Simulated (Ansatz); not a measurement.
Basis-set extrapolation for CH3AlO, SMILES `[CH3][Al]=[O]` (PBE0-D4/def2-TZVP geometry, frozen core, Ansatz 0.2.0). Multiplicity 1, RHF reference.

```json
{"": "HF", "def2-TZVPP": "-356.431705", "def2-QZVPP": "-356.444339"}
{"": "MP2 correlation", "def2-TZVPP": "-0.502829", "def2-QZVPP": "-0.538767"}
{"": "CCSD(T) correlation", "def2-TZVPP": "-0.534562", "def2-QZVPP": "-0.567041"}
```

Energies in hartree. Use E(X) = E(∞) + A·exp(−7.88·√X) for Hartree–Fock and E(X) = E(∞) + B·X^(−2.97) for correlation, with X = 3 and 4.

Problem. What is the CCSD(T) energy at the basis-set limit?

Solution. HF limit: -356.444339 + (-0.012634) × 0.13774 = -356.44608. Correlation limit: -0.567041 + (-0.032479) × 0.74074 = -0.59110. Total: -357.03718 hartree, 186.2 kJ/mol below CCSD(T)/def2-TZVPP.
